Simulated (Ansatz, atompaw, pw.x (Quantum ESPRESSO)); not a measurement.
**pw.x on diamond Sn: one setting changed**

Potential: PAW, atompaw 4.2.0.5, LDA (PW92); core [Kr] 4d10, reference 5s2 5p2; waves: 5s (bound): rc 3.00 bohr; 5s channel at 2.6 Ry: rc 3.00 bohr; 5p (bound): rc 3.00 bohr; 5p channel at 0.2 Ry: rc 3.00 bohr; 5d channel at 0.1 Ry: rc 3.00 bohr; 5d channel at 3.3 Ry: rc 2.35 bohr; local part: bessel scheme, radius 2.75 bohr; core correction: smooth core density matched at 1.50 bohr; augmentation: sinc compensation charge, radius 2.60 bohr; PAW radius 3.00 bohr; waves and projectors: custom rrkj gramschmidtortho.

The reference run (k-mesh 8³, cutoffs 40/400 Ry, Fermi–Dirac 0.01 Ry, mixing_beta 0.4, conv_thr 1e-9, no spin) gives 0.51 GPa at 33.988 Å³/atom, where all-electron LAPW gives 0.00 GPa. This run, with its own iteration cap, changes nspin = 2 with starting_magnetization to 0.5.

```
&control
  calculation='scf', prefix='x', pseudo_dir='./', outdir='./tmp', tstress=.true., disk_io='none'
/
&system
  ibrav=0, nat=2, ntyp=1, ecutwfc=40, ecutrho=400, nbnd=11,
  occupations='smearing', smearing='fd', degauss=0.01, nspin=2, starting_magnetization(1)=0.5
/
&electrons
  conv_thr=1e-09, mixing_beta=0.4, electron_maxstep=50
/
ATOMIC_SPECIES
Sn 1.0 Sn.UPF
CELL_PARAMETERS angstrom
  0.00000000 3.23923063 3.23923063
  3.23923063 0.00000000 3.23923063
  3.23923063 3.23923063 0.00000000
ATOMIC_POSITIONS crystal
Sn 0.0000 0.0000 0.0000
Sn 0.2500 0.2500 0.2500
K_POINTS automatic
8 8 8 0 0 0
```

```bash
pw.x < Sn.scf.in > Sn.scf.out
```

Task: How does the run end?

Result: It converges in 9 iterations; the free energy moves by +0.0 meV/atom and the pressure by +0.00 GPa. The result is that of the reference run.

```
Message from routine setup:
     using ibrav=0 with symmetry is DISCOURAGED, use correct ibrav instead
     lattice parameter (alat)  =       8.6568  a.u.
     unit-cell volume          =     458.7248 (a.u.)^3
     number of electrons       =         8.00
     number of Kohn-Sham states=           11
     kinetic-energy cutoff     =      40.0000  Ry
     charge density cutoff     =     400.0000  Ry
     scf convergence threshold =      1.0E-09
     Exchange-correlation= SLA PW NOGX NOGC
     atomic species   magnetization
     number of k points=    29  Fermi-Dirac smearing, width (Ry)=  0.0100
     iteration #  1     ecut=    40.00 Ry     beta= 0.40
     total energy              =    -646.23360358 Ry
     estimated scf accuracy    <       0.03933928 Ry
     total magnetization       =     0.18 Bohr mag/cell
     absolute magnetization    =     0.19 Bohr mag/cell
     iteration #  2     ecut=    40.00 Ry     beta= 0.40
     negative rho (up, down):  2.600E-05 0.000E+00
     total energy              =    -646.26510922 Ry
     estimated scf accuracy    <       0.01367970 Ry
     total magnetization       =     0.10 Bohr mag/cell
     absolute magnetization    =     0.11 Bohr mag/cell
     iteration #  3     ecut=    40.00 Ry     beta= 0.40
     total energy              =    -646.26700040 Ry
     estimated scf accuracy    <       0.00020959 Ry
     total magnetization       =     0.01 Bohr mag/cell
     absolute magnetization    =     0.02 Bohr mag/cell
     [... 3 iterations left out ...]
     iteration #  7     ecut=    40.00 Ry     beta= 0.40
     negative rho (up, down):  1.975E-07 2.618E-07
     total energy              =    -646.26712256 Ry
     estimated scf accuracy    <       0.00000004 Ry
     total magnetization       =     0.00 Bohr mag/cell
     absolute magnetization    =     0.00 Bohr mag/cell
     iteration #  8     ecut=    40.00 Ry     beta= 0.40
     negative rho (up, down):  2.180E-07 2.315E-07
     total energy              =    -646.26712257 Ry
     estimated scf accuracy    <          1.1E-09 Ry
     total magnetization       =    -0.00 Bohr mag/cell
     absolute magnetization    =     0.00 Bohr mag/cell
     iteration #  9     ecut=    40.00 Ry     beta= 0.40
     negative rho (up, down):  2.232E-07 2.236E-07
     the Fermi energy is     4.0244 ev
!    total energy              =    -646.26712257 Ry
     estimated scf accuracy    <          6.8E-11 Ry
     smearing contrib. (-TS)   =      -0.00123550 Ry
     The total energy is F=E-TS. E is the sum of the following terms:
     one-electron contribution =       5.15989939 Ry
     hartree contribution      =       1.00054998 Ry
     xc contribution           =     -39.04322460 Ry
     ewald contribution        =     -14.08023616 Ry
     one-center paw contrib.   =    -599.30287568 Ry
     total magnetization       =    -0.00 Bohr mag/cell
     absolute magnetization    =     0.00 Bohr mag/cell
     convergence has been achieved in   9 iterations
     negative rho (up, down):  2.232E-07 2.236E-07
          total   stress  (Ry/bohr**3)                   (kbar)     P=        5.07
     Message from routine punch:
     Nothing written, as per user request (disk_io='none')
```

The run took about 34 s on one core of a shared host (Intel(R) Xeon(R) Platinum 8259CL CPU @ 2.50GHz, 64 threads, 499 GiB, load 18).
